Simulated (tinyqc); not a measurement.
UKS/B3LYP (VWN-RPA form) in the sto-6g basis, for CH2, spin multiplicity 3, step by step (part 1 of 3). Computed by tinyqc, a small Python program that keeps every step (integrals from PySCF). Settings: charge = 0, multiplicity = 3, basis = sto-6g, energy threshold = 1e-08, iteration cap = 86, orthogonalisation = symmetric, start = atomic densities, DIIS depth = 8, method = UKS, functional = b3lyp, grid = [20, 14]. Command: `OMP_NUM_THREADS=1 python tinyqc.py 21660 21661 out.jsonl` (the two numbers bound the seeds that draw the settings). One thread of a shared host (Intel(R) Xeon(R) Processor @ 2.60GHz), about 5 s of CPU time with the checks. Later iterations appear only in the table of the cycle.

## One-electron integrals

Geometry (angstrom):
```
atom         x          y         z
C     0.000000   0.000000  0.000000
H     0.000000   0.907000  0.694000
H     0.000000  -0.907000  0.694000
```

Basis sto-6g: exponents (1/bohr^2) and contraction coefficients of normalised primitives:
```
element  l (shell)    exponent  coefficient
C            s (1)  742.737049     0.009164
C            s (1)  136.180025     0.049361
C            s (1)   38.098264     0.168538
C            s (1)   13.087782     0.370563
C            s (1)    5.082369     0.416492
C            s (1)    2.093200     0.130334
C            s (2)   30.497239    -0.013253
C            s (2)    6.036200    -0.046992
C            s (2)    1.876046    -0.033785
C            s (2)    0.721783     0.250242
C            s (2)    0.313471     0.595117
C            s (2)    0.143687     0.240706
C            p (3)   30.497239     0.003760
C            p (3)    6.036200     0.037679
C            p (3)    1.876046     0.173897
C            p (3)    0.721783     0.418036
C            p (3)    0.313471     0.425860
C            p (3)    0.143687     0.101708
H            s (1)   35.523221     0.009164
H            s (1)    6.513144     0.049361
H            s (1)    1.822143     0.168538
H            s (1)    0.625955     0.370563
H            s (1)    0.243077     0.416492
H            s (1)    0.100112     0.130334
```

Overlap, kinetic and nuclear-attraction integrals over the contracted functions; the nuclear repulsion is the sum of Za Zb / Rab.

nuclear repulsion = 5.85199160 hartree

overlap S:
```
           1C 1s     1C 2s    1C 2px     1C 2py    1C 2pz     2H 1s      3H 1s
1C 1s   1.000000  0.243228  0.000000   0.000000  0.000000  0.057324   0.057324
1C 2s   0.243228  1.000000  0.000000   0.000000  0.000000  0.461857   0.461857
1C 2px  0.000000  0.000000  1.000000   0.000000  0.000000  0.000000   0.000000
1C 2py  0.000000  0.000000  0.000000   1.000000  0.000000  0.356597  -0.356597
1C 2pz  0.000000  0.000000  0.000000   0.000000  1.000000  0.272854   0.272854
2H 1s   0.057324  0.461857  0.000000   0.356597  0.272854  1.000000   0.160698
3H 1s   0.057324  0.461857  0.000000  -0.356597  0.272854  0.160698   1.000000
```

kinetic energy T (hartree):
```
            1C 1s      1C 2s    1C 2px     1C 2py    1C 2pz      2H 1s      3H 1s
1C 1s   16.068641  -0.492789  0.000000   0.000000  0.000000  -0.008612  -0.008612
1C 2s   -0.492789   0.492405  0.000000   0.000000  0.000000   0.090278   0.090278
1C 2px   0.000000   0.000000  1.479234   0.000000  0.000000   0.000000   0.000000
1C 2py   0.000000   0.000000  0.000000   1.479234  0.000000   0.183935  -0.183935
1C 2pz   0.000000   0.000000  0.000000   0.000000  1.479234   0.140740   0.140740
2H 1s   -0.008612   0.090278  0.000000   0.183935  0.140740   0.768522  -0.008432
3H 1s   -0.008612   0.090278  0.000000  -0.183935  0.140740  -0.008432   0.768522
```

nuclear attraction V (hartree):
```
             1C 1s      1C 2s     1C 2px     1C 2py     1C 2pz      2H 1s      3H 1s
1C 1s   -34.934674  -3.843826   0.000000   0.000000  -0.019789  -1.022331  -1.022331
1C 2s    -3.843826  -6.066224   0.000000   0.000000  -0.196324  -2.378649  -2.378649
1C 2px    0.000000   0.000000  -5.988438   0.000000   0.000000   0.000000   0.000000
1C 2py    0.000000   0.000000   0.000000  -6.135204   0.000000  -1.698558   1.698558
1C 2pz   -0.019789  -0.196324   0.000000   0.000000  -6.074365  -1.350364  -1.350364
2H 1s    -1.022331  -2.378649   0.000000  -1.698558  -1.350364  -4.262689  -0.736482
3H 1s    -1.022331  -2.378649   0.000000   1.698558  -1.350364  -0.736482  -4.262689
```

core Hamiltonian H = T + V (hartree):
```
             1C 1s      1C 2s     1C 2px     1C 2py     1C 2pz      2H 1s      3H 1s
1C 1s   -18.866033  -4.336615   0.000000   0.000000  -0.019789  -1.030943  -1.030943
1C 2s    -4.336615  -5.573819   0.000000   0.000000  -0.196324  -2.288370  -2.288370
1C 2px    0.000000   0.000000  -4.509203   0.000000   0.000000   0.000000   0.000000
1C 2py    0.000000   0.000000   0.000000  -4.655969   0.000000  -1.514623   1.514623
1C 2pz   -0.019789  -0.196324   0.000000   0.000000  -4.595130  -1.209624  -1.209624
2H 1s    -1.030943  -2.288370   0.000000  -1.514623  -1.209624  -3.494166  -0.744914
3H 1s    -1.030943  -2.288370   0.000000   1.514623  -1.209624  -0.744914  -3.494166
```

## Two-electron integrals

Functions are numbered as in S; the eight-fold symmetry (ij|kl) = (ji|kl) = (kl|ij) leaves the list below.

Two-electron integrals (ij|kl) in chemists' order, unique and non-zero (hartree):
```
(11|11) 3.543743    (21|11) 0.529462    (21|21) 0.100317    (22|11) 0.853596
(22|21) 0.199930    (22|22) 0.624844    (31|31) 0.021271    (32|31) 0.031868
(32|32) 0.138108    (33|11) 0.853598    (33|21) 0.199930    (33|22) 0.624843
(33|33) 0.673218    (41|41) 0.021271    (42|41) 0.031868    (42|42) 0.138108
(43|43) 0.036281    (44|11) 0.853598    (44|21) 0.199930    (44|22) 0.624843
(44|33) 0.600655    (44|44) 0.673218    (51|51) 0.021271    (52|51) 0.031868
(52|52) 0.138108    (53|53) 0.036281    (54|54) 0.036281    (55|11) 0.853598
(55|21) 0.199930    (55|22) 0.624843    (55|33) 0.600655    (55|44) 0.600655
(55|55) 0.673218    (61|11) 0.131674    (61|21) 0.024007    (61|22) 0.047034
(61|33) 0.046855    (61|41) 0.001249    (61|42) 0.002413    (61|44) 0.047193
(61|51) 0.000956    (61|52) 0.001846    (61|54) 0.000258    (61|55) 0.047053
(61|61) 0.005908    (62|11) 0.306400    (62|21) 0.072781    (62|22) 0.249409
(62|33) 0.243576    (62|41) 0.005872    (62|42) 0.038726    (62|44) 0.254612
(62|51) 0.004493    (62|52) 0.029631    (62|54) 0.008444    (62|55) 0.250037
(62|61) 0.017959    (62|62) 0.130070    (63|31) 0.007915    (63|32) 0.040154
(63|43) 0.007613    (63|53) 0.005825    (63|63) 0.016119    (64|11) 0.206535
(64|21) 0.049762    (64|22) 0.180580    (64|33) 0.171542    (64|41) 0.011383
(64|42) 0.066034    (64|44) 0.194266    (64|51) 0.002653    (64|52) 0.019802
(64|54) 0.011562    (64|55) 0.175932    (64|61) 0.012891    (64|62) 0.111873
(64|64) 0.110564    (65|11) 0.158032    (65|21) 0.038076    (65|22) 0.138173
(65|33) 0.131257    (65|41) 0.002653    (65|42) 0.019802    (65|44) 0.136995
(65|51) 0.009945    (65|52) 0.055306    (65|54) 0.012003    (65|55) 0.146266
(65|61) 0.009864    (65|62) 0.085601    (65|64) 0.072266    (65|65) 0.071414
(66|11) 0.454699    (66|21) 0.110125    (66|22) 0.427318    (66|33) 0.404751
(66|41) 0.011339    (66|42) 0.099124    (66|44) 0.447452    (66|51) 0.008676
(66|52) 0.075846    (66|54) 0.032674    (66|55) 0.429751    (66|61) 0.027675
(66|62) 0.280617    (66|64) 0.266906    (66|65) 0.204226    (66|66) 0.774999
(71|11) 0.131674    (71|21) 0.024007    (71|22) 0.047034    (71|33) 0.046855
(71|41) -0.001249   (71|42) -0.002413   (71|44) 0.047193    (71|51) 0.000956
(71|52) 0.001846    (71|54) -0.000258   (71|55) 0.047053    (71|61) 0.005746
(71|62) 0.016915    (71|64) 0.010965    (71|65) 0.009295    (71|66) 0.025489
(71|71) 0.005908    (72|11) 0.306400    (72|21) 0.072781    (72|22) 0.249409
(72|33) 0.243576    (72|41) -0.005872   (72|42) -0.038726   (72|44) 0.254612
(72|51) 0.004493    (72|52) 0.029631    (72|54) -0.008444   (72|55) 0.250037
(72|61) 0.016915    (72|62) 0.096549    (72|64) 0.059131    (72|65) 0.061969
(72|66) 0.165375    (72|71) 0.017959    (72|72) 0.130070    (73|31) 0.007915
(73|32) 0.040154    (73|43) -0.007613   (73|53) 0.005825    (73|63) 0.011311
(73|73) 0.016119    (74|11) -0.206535   (74|21) -0.049762   (74|22) -0.180580
(74|33) -0.171542   (74|41) 0.011383    (74|42) 0.066034    (74|44) -0.194266
(74|51) -0.002653   (74|52) -0.019802   (74|54) 0.011562    (74|55) -0.175932
(74|61) -0.010965   (74|62) -0.059131   (74|64) -0.026022   (74|65) -0.037167
(74|66) -0.092529   (74|71) -0.012891   (74|72) -0.111873   (74|74) 0.110564
(75|11) 0.158032    (75|21) 0.038076    (75|22) 0.138173    (75|33) 0.131257
(75|41) -0.002653   (75|42) -0.019802   (75|44) 0.136995    (75|51) 0.009945
(75|52) 0.055306    (75|54) -0.012003   (75|55) 0.146266    (75|61) 0.009295
(75|62) 0.061969    (75|64) 0.037167    (75|65) 0.050224    (75|66) 0.112990
(75|71) 0.009864    (75|72) 0.085601    (75|74) -0.072266   (75|75) 0.071414
(76|11) 0.091247    (76|21) 0.021802    (76|22) 0.078357    (76|33) 0.076016
(76|44) 0.077982    (76|51) 0.002161    (76|52) 0.015545    (76|55) 0.081074
(76|61) 0.005277    (76|62) 0.038010    (76|64) 0.028189    (76|65) 0.027433
(76|66) 0.078644    (76|71) 0.005277    (76|72) 0.038010    (76|74) -0.028189
(76|75) 0.027433    (76|76) 0.013647    (77|11) 0.454699    (77|21) 0.110125
(77|22) 0.427318    (77|33) 0.404751    (77|41) -0.011339   (77|42) -0.099124
(77|44) 0.447452    (77|51) 0.008676    (77|52) 0.075846    (77|54) -0.032674
(77|55) 0.429751    (77|61) 0.025489    (77|62) 0.165375    (77|64) 0.092529
(77|65) 0.112990    (77|66) 0.289751    (77|71) 0.027675    (77|72) 0.280617
(77|74) -0.266906   (77|75) 0.204226    (77|76) 0.078644    (77|77) 0.774999
```

## Orthogonalisation

S = U s U^T; symmetric (Loewdin) form X = U s^(-1/2) U^T, so that X^T S X = 1.

eigenvalues of S: 0.301646  0.408986  0.864686  1.000000  1.104790  1.430316  1.889575

X:
```
            1C 1s      1C 2s    1C 2px     1C 2py     1C 2pz      2H 1s      3H 1s
1C 1s    1.025508  -0.147712  0.000000   0.000000  -0.012318   0.022994   0.022994
1C 2s   -0.147712   1.264277  0.000000   0.000000   0.139530  -0.321289  -0.321289
1C 2px   0.000000   0.000000  1.000000   0.000000   0.000000   0.000000   0.000000
1C 2py   0.000000   0.000000  0.000000   1.142676   0.000000  -0.254014   0.254014
1C 2pz  -0.012318   0.139530  0.000000   0.000000   1.080762  -0.186566  -0.186566
2H 1s    0.022994  -0.321289  0.000000  -0.254014  -0.186566   1.230811  -0.026335
3H 1s    0.022994  -0.321289  0.000000   0.254014  -0.186566  -0.026335   1.230811
```

## Starting guess

The start is atomic minimal-basis densities projected into this basis (PySCF's MINAO start) and scaled to the electron count of each spin; this density is not idempotent, so its energy is not variational and may lie below the converged one.

D(alpha) at the start:
```
            1C 1s      1C 2s    1C 2px     1C 2py     1C 2pz      2H 1s      3H 1s
1C 1s    1.335523  -0.310570  0.000000   0.000000   0.008543  -0.013329  -0.013329
1C 2s   -0.310570   1.284679  0.000000   0.000000  -0.034456   0.052718   0.052718
1C 2px   0.000000   0.000000  0.411501   0.000000   0.000000   0.000000   0.000000
1C 2py   0.000000   0.000000  0.000000   0.374685   0.000000   0.030489  -0.030489
1C 2pz   0.008543  -0.034456  0.000000   0.000000   0.389686   0.015475   0.015475
2H 1s   -0.013329   0.052718  0.000000   0.030489   0.015475   0.595379   0.029660
3H 1s   -0.013329   0.052718  0.000000  -0.030489   0.015475   0.029660   0.595379
```

D(beta) at the start:
```
            1C 1s      1C 2s    1C 2px     1C 2py     1C 2pz      2H 1s      3H 1s
1C 1s    0.801314  -0.186342  0.000000   0.000000   0.005126  -0.007997  -0.007997
1C 2s   -0.186342   0.770808  0.000000   0.000000  -0.020674   0.031631   0.031631
1C 2px   0.000000   0.000000  0.246900   0.000000   0.000000   0.000000   0.000000
1C 2py   0.000000   0.000000  0.000000   0.224811   0.000000   0.018293  -0.018293
1C 2pz   0.005126  -0.020674  0.000000   0.000000   0.233811   0.009285   0.009285
2H 1s   -0.007997   0.031631  0.000000   0.018293   0.009285   0.357227   0.017796
3H 1s   -0.007997   0.031631  0.000000  -0.018293   0.009285   0.017796   0.357227
```

## Iteration 1: exchange-correlation on the grid

Becke grid with 20 radial and 14 angular points per atom, points of zero weight dropped. rho = sum D_ij phi_i phi_j; V_xc,ij = sum w v_xc phi_i phi_j plus the gradient terms; v_xc is d(rho eps)/d rho(s) for spin s at fixed gradient. Exact exchange is left to K.

The 12 grid points with the largest w rho, of 832 (bohr, atomic units):
```
x                  y          z         w  rho(alpha)  rho(beta)     eps_xc  v_xc(alpha)
-0.737458  -0.737458  -0.737458  0.573826    0.082898   0.049739  -0.364340    -0.457232
-0.737458   0.737458  -0.737458  0.573826    0.082898   0.049739  -0.364340    -0.457232
0.737458    0.737458  -0.737458  0.573826    0.082898   0.049739  -0.364340    -0.457232
0.737458   -0.737458  -0.737458  0.573826    0.082898   0.049739  -0.364340    -0.457232
0.737458    0.737458   0.737458  0.473430    0.095353   0.057212  -0.373907    -0.482794
-0.737458   0.737458   0.737458  0.473430    0.095353   0.057212  -0.373907    -0.482794
-0.737458  -0.737458   0.737458  0.473430    0.095353   0.057212  -0.373907    -0.482794
0.737458   -0.737458   0.737458  0.473430    0.095353   0.057212  -0.373907    -0.482794
0.000000    0.000000   1.277315  0.482531    0.090657   0.054394  -0.369938    -0.473661
-0.976610  -0.976610  -0.976610  1.226733    0.035471   0.021283  -0.292769    -0.344853
0.976610    0.976610  -0.976610  1.226733    0.035471   0.021283  -0.292769    -0.344853
-0.976610   0.976610  -0.976610  1.226733    0.035471   0.021283  -0.292769    -0.344853
```

electrons on the grid, sum of w rho = 7.969533

E_xc = sum of w rho eps_xc = -5.04236819 hartree

V_xc(alpha) (hartree):
```
            1C 1s      1C 2s     1C 2px     1C 2py     1C 2pz      2H 1s      3H 1s
1C 1s   -1.982722  -0.249449   0.000000   0.000000  -0.000082  -0.064686  -0.064686
1C 2s   -0.249449  -0.473472   0.000000   0.000000  -0.015391  -0.199736  -0.199736
1C 2px   0.000000   0.000000  -0.453555   0.000000   0.000000   0.000000   0.000000
1C 2py   0.000000   0.000000   0.000000  -0.485644   0.000000  -0.153441   0.153441
1C 2pz  -0.000082  -0.015391   0.000000   0.000000  -0.481029  -0.122150  -0.122150
2H 1s   -0.064686  -0.199736   0.000000  -0.153441  -0.122150  -0.414830  -0.062454
3H 1s   -0.064686  -0.199736   0.000000   0.153441  -0.122150  -0.062454  -0.414830
```

V_xc(beta) (hartree):
```
            1C 1s      1C 2s     1C 2px     1C 2py     1C 2pz      2H 1s      3H 1s
1C 1s   -1.727563  -0.221477   0.000000   0.000000  -0.000098  -0.057201  -0.057201
1C 2s   -0.221477  -0.427222   0.000000   0.000000  -0.014171  -0.180297  -0.180297
1C 2px   0.000000   0.000000  -0.409121   0.000000   0.000000   0.000000   0.000000
1C 2py   0.000000   0.000000   0.000000  -0.438390   0.000000  -0.138416   0.138416
1C 2pz  -0.000098  -0.014171   0.000000   0.000000  -0.434032  -0.110244  -0.110244
2H 1s   -0.057201  -0.180297   0.000000  -0.138416  -0.110244  -0.373593  -0.056549
3H 1s   -0.057201  -0.180297   0.000000   0.138416  -0.110244  -0.056549  -0.373593
```

## Iteration 1: building the Kohn-Sham matrix

J_ij = sum D_kl (ij|kl) with D = D(alpha) + D(beta), K_ij = sum D_kl (ik|jl) for each spin; F = H + J - 0.2 K(s) + V_xc; E = tr D H + tr D J / 2 - 0.1 sum_s tr D(s) K(s) + E_xc + E_nn.

Coulomb J (hartree):
```
            1C 1s     1C 2s    1C 2px     1C 2py    1C 2pz     2H 1s      3H 1s
1C 1s   11.429776  2.066648  0.000000   0.000000  0.016739  0.502292   0.502292
1C 2s    2.066648  5.035861  0.000000   0.000000  0.150802  2.050009   2.050009
1C 2px   0.000000  0.000000  4.990512   0.000000  0.000000  0.000000   0.000000
1C 2py   0.000000  0.000000  0.000000   5.076477  0.000000  1.491696  -1.491696
1C 2pz   0.016739  0.150802  0.000000   0.000000  5.040597  1.183342   1.183342
2H 1s    0.502292  2.050009  0.000000   1.491696  1.183342  3.680574   0.651789
3H 1s    0.502292  2.050009  0.000000  -1.491696  1.183342  0.651789   3.680574
```

exchange K(alpha) (hartree):
```
           1C 1s     1C 2s    1C 2px     1C 2py    1C 2pz     2H 1s      3H 1s
1C 1s   4.563398  0.732084  0.000000   0.000000  0.013696  0.200790   0.200790
1C 2s   0.732084  1.190792  0.000000   0.000000  0.109028  0.613082   0.613082
1C 2px  0.000000  0.000000  0.519999   0.000000  0.000000  0.000000   0.000000
1C 2py  0.000000  0.000000  0.000000   0.635188  0.000000  0.293021  -0.293021
1C 2pz  0.013696  0.109028  0.000000   0.000000  0.586571  0.257208   0.257208
2H 1s   0.200790  0.613082  0.000000   0.293021  0.257208  0.762643   0.255257
3H 1s   0.200790  0.613082  0.000000  -0.293021  0.257208  0.255257   0.762643
```

exchange K(beta) (hartree):
```
           1C 1s     1C 2s    1C 2px     1C 2py    1C 2pz     2H 1s      3H 1s
1C 1s   2.738039  0.439251  0.000000   0.000000  0.008218  0.120474   0.120474
1C 2s   0.439251  0.714475  0.000000   0.000000  0.065417  0.367849   0.367849
1C 2px  0.000000  0.000000  0.311999   0.000000  0.000000  0.000000   0.000000
1C 2py  0.000000  0.000000  0.000000   0.381113  0.000000  0.175813  -0.175813
1C 2pz  0.008218  0.065417  0.000000   0.000000  0.351942  0.154325   0.154325
2H 1s   0.120474  0.367849  0.000000   0.175813  0.154325  0.457586   0.153154
3H 1s   0.120474  0.367849  0.000000  -0.175813  0.154325  0.153154   0.457586
```

F(alpha) (hartree):
```
             1C 1s      1C 2s     1C 2px     1C 2py     1C 2pz      2H 1s      3H 1s
1C 1s   -10.331659  -2.665832   0.000000   0.000000  -0.005872  -0.633495  -0.633495
1C 2s    -2.665832  -1.249588   0.000000   0.000000  -0.082719  -0.560714  -0.560714
1C 2px    0.000000   0.000000  -0.076247   0.000000   0.000000   0.000000   0.000000
1C 2py    0.000000   0.000000   0.000000  -0.192174   0.000000  -0.234971   0.234971
1C 2pz   -0.005872  -0.082719   0.000000   0.000000  -0.152877  -0.199874  -0.199874
2H 1s    -0.633495  -0.560714   0.000000  -0.234971  -0.199874  -0.380952  -0.206630
3H 1s    -0.633495  -0.560714   0.000000   0.234971  -0.199874  -0.206630  -0.380952
```

F(beta) (hartree):
```
            1C 1s      1C 2s    1C 2px     1C 2py     1C 2pz      2H 1s      3H 1s
1C 1s   -9.711428  -2.579294  0.000000   0.000000  -0.004792  -0.609946  -0.609946
1C 2s   -2.579294  -1.108075  0.000000   0.000000  -0.072776  -0.492228  -0.492228
1C 2px   0.000000   0.000000  0.009787   0.000000   0.000000   0.000000   0.000000
1C 2py   0.000000   0.000000  0.000000  -0.094105   0.000000  -0.196505   0.196505
1C 2pz  -0.004792  -0.072776  0.000000   0.000000  -0.058954  -0.167391  -0.167391
2H 1s   -0.609946  -0.492228  0.000000  -0.196505  -0.167391  -0.278703  -0.180305
3H 1s   -0.609946  -0.492228  0.000000   0.196505  -0.167391  -0.180305  -0.278703
```

total energy of this density = -39.14391409 hartree

This density is the starting one; it is not idempotent, so its energy is not variational and may lie below the converged one.
